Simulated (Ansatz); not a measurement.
We consider hcp Co, described by r²SCAN (plane waves, PAW; Ansatz, a program for electronic structure).

A relaxed, unreconstructed slab of the (11-20) face has 20 atoms, two equal faces of 17.214 Å² each and an energy of -102625.2260 eV. A bulk cell of 4 atoms with the same orientation and in-plane k mesh has -20526.1084 eV. Energies are extrapolated to zero smearing.

Numerical settings: plane-wave cutoff 500 eV, 14×14×1 k mesh (along the axes of the cell as run), Fermi–Dirac smearing 0.1 eV, spin-polarised with parallel moments, scalar-relativistic PAW data made under PBE.

Worked out: γ = (E_slab − N E_bulk per atom)/2A = [-102625.2260 − 20 × (-20526.1084/4)]/(2 × 17.214) = 0.1544 eV/Å². With 16.022 J/m² per eV/Å² this is 2.47 J/m², or 2.66 eV per surface cell and face.

Note: a magnet's gap depends somewhat on the PAW data.
